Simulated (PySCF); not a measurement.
Compound: NH3.
Atom-mapped SMILES: `[NH3:1]` (hydrogens: H2, H3, H4 on N1)

The calculation used core-valence-separated Tamm–Dancoff BHandHLYP/aug-pcX-1 (pcseg-1 on H) in PySCF, non-relativistic, gas phase, PBE0-D3(BJ)/def2-SVP geometry.

Computed nitrogen K-edge spectrum, Gaussian lines of 0.3 eV full width, highest printed point 100; it ends one width below the last computed root. The energies are unshifted.

```tsv
photon energy (eV)	absorption
398.8	0
399.0	4
399.2	16
399.4	5
399.6	0
399.8	0
400.0	1
400.2	40
400.4	100
400.6	21
400.8	0
401.0	0
401.2	0
401.4	3
401.6	14
401.8	5
402.0	0
402.2	0
402.4	3
402.6	21
402.8	14
403.0	1
403.2	0
403.4	0
403.6	0
403.8	0
404.0	0
404.2	0
404.4	0
404.6	0
404.8	2
405.0	13
405.2	7
405.4	0
405.6	0
405.8	0
406.0	0
406.2	0
406.4	0
406.6	0
```

Q: Where are the maxima, and which lines make them up?

A: 5 maxima:
- 399.2 eV: N1 (ammonia nitrogen), 399.21 eV, f = 0.011, 100 % of the height at the exact maximum
- 400.4 eV: N1 (ammonia nitrogen), 400.38 eV, f = 0.071, sum of 2, 100 % of the height at the exact maximum
- 401.6 eV: N1 (ammonia nitrogen), 401.62 eV, f = 0.010, 100 % of the height at the exact maximum
- 402.7 eV: N1 (ammonia nitrogen), 402.67 eV, f = 0.017, sum of 2, 100 % of the height at the exact maximum
- 405.0 eV: N1 (ammonia nitrogen), 405.05 eV, f = 0.010, 100 % of the height at the exact maximum

Roots within 0.03 eV on the same or equivalent atoms count as one line; shares under 12 % aren't listed.

Vibrational structure and lifetime widths aren't in the curve. The ionisation threshold wasn't computed; near and above it a finite basis only mimics Rydberg series and continuum.

Rough CPU time on one thread of a shared machine: about 1 s.
